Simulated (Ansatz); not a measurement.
For rock-salt TiC, LDA in Ansatz (plane waves, PAW) gives:

- lattice constant a = 4.261 Å
- formation enthalpy = -0.946 eV/atom

What does r²SCAN-D4 (Ansatz, a quantum-chemistry and plane-wave program, plane waves, PAW) give for the same quantities?


- lattice constant a: 4.318 Å (goes up by 1.3 %)
- formation enthalpy: -1.021 eV/atom (moves by -0.075 eV/atom)

For comparison: lattice constant a 4.33 Å (measured, temperature not stated, not corrected to a static lattice; as tabulated in Zhang et al. (2018), doi:10.1088/1367-2630/aac7f0); formation enthalpy -0.956 ± 0.02 eV/atom (measured, 298 K, copied from a table, unchecked, no zero-point or thermal correction; as tabulated in Wang et al. (2021), doi:10.1038/s41598-021-94550-5).

Changes are worked out from the printed values.

Unless a cell is named, each level is at its own relaxed cell (LDA 9.67, r²SCAN-D4 10.07 Å³/atom).

Ansatz's density-functional and Hartree–Fock values are scalar-relativistic unless marked +SOC, with PAW data made under PBE.
